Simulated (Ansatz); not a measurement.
# CH₂F+ (SMILES [CH2+]F): functionals against CCSD(T) at one geometry

How do the functionals fare away from a minimum? The structure is a frame of a short trajectory.

The runs use Ansatz 0.2.0, Gaussian basis; single points in def2-TZVPP.

Correlated methods freeze the cores.

### Step 1. Where the work starts

SMILES `[CH2+]F`, 4 atoms, charge 1, spin multiplicity 1.

Atoms are counted from 1 here; the program's logs count them from 0.

Bond lengths: C1–F2 1.220 Å, C1–H3 1.103 Å, C1–H4 1.096 Å. Angles: F2–C1–H3 115.3°, F2–C1–H4 118.6°, H3–C1–H4 126.0°.

Coordinates:

```xyz
4
CH2F
C     0.0368    0.0342   -0.0845
F     0.8725    0.5935    0.6061
H    -0.3359    0.6207   -0.9416
H    -0.3133   -0.9600    0.2163
```

### Step 2. PBE-D4/def2-TZVPP

The input, run/in.yaml:

```yaml
crystal:
  periodic: [false, false, false]
  atoms:
    - {symbol: C, position_ang: [0.036793, 0.034195, -0.084475]}
    - {symbol: F, position_ang: [0.872531, 0.593504, 0.606103]}
    - {symbol: H, position_ang: [-0.335884, 0.620698, -0.941555]}
    - {symbol: H, position_ang: [-0.313258, -0.959981, 0.216341]}
basis:
  gaussian: {orbitals: def2-TZVPP}
total_charge: 1
hamiltonian: {xc: pbe, dispersion: d4}
output: {forces: true}
```

On the command line:

```
$ ansatz run in.yaml --threads 2 --pin off --events-out ev --progress --plain --max-ram 3481MiB
```

### Step 3. r2SCAN-D4/def2-TZVPP

Changes to run/in.yaml since step 2:

```diff
@@ -10,3 +10,3 @@
 total_charge: 1
-hamiltonian: {xc: pbe, dispersion: d4}
+hamiltonian: {xc: r2scan, dispersion: d4}
 output: {forces: true}
```

### Step 4. PBE0-D4/def2-TZVPP

Changes to run/in.yaml since step 3:

```diff
@@ -10,3 +10,3 @@
 total_charge: 1
-hamiltonian: {xc: r2scan, dispersion: d4}
-output: {forces: true}
+hamiltonian: {xc: pbe0, dispersion: d4}
+output: {forces: true, orbitals: {seedname: orbitals}}
```

### Step 5. wB97M-V/def2-TZVPP

Changes to run/in.yaml since step 4:

```diff
@@ -10,3 +10,3 @@
 total_charge: 1
-hamiltonian: {xc: pbe0, dispersion: d4}
-output: {forces: true, orbitals: {seedname: orbitals}}
+hamiltonian: {xc: {name: wB97M-V}}
+output: {forces: true}
```

### Step 6. CCSD(T)/def2-TZVPP

Changes to run/in.yaml since step 5:

```diff
@@ -10,3 +10,3 @@
 total_charge: 1
-hamiltonian: {xc: {name: wB97M-V}}
+correlation: {method: ccsd_t}
 output: {forces: true}
```

(Steps that only read results are left out.)

**Question.** What will these runs give? Wanted: energy less free atoms, CCSD(T)/def2-TZVPP; RMS force component; RMS force error; HOMO and LUMO, PBE0-D4; T1 diagnostic.

**Answer**, as computed:

| quantity | value |
| --- | --- |
| energy less free atoms, CCSD(T)/def2-TZVPP | -424.0 kJ/mol |
| RMS force component | 0.284 to 0.583 eV/Å over the methods |
| RMS force error | PBE-D4 0.233, r2SCAN-D4 0.076, PBE0-D4 0.232, wB97M-V 0.083 eV/Å |
| HOMO and LUMO, PBE0-D4 | -19.84 and -11.80 eV |
| T1 diagnostic | 0.019 |

In words: Against CCSD(T) the functionals' energies less atoms differ by -66.3 to -23.4 kJ/mol, PBE-D4 by -66.3 kJ/mol. The reference is not at the basis limit: in triple zeta CCSD(T) underbinds, which counts against methods that bind more; the gaps are no ranking. On forces the order runs from r2SCAN-D4 to PBE-D4. Frozen-core CCSD(T) forces in triple zeta carry basis errors of their own, and this is one geometry, so small gaps rank nothing.
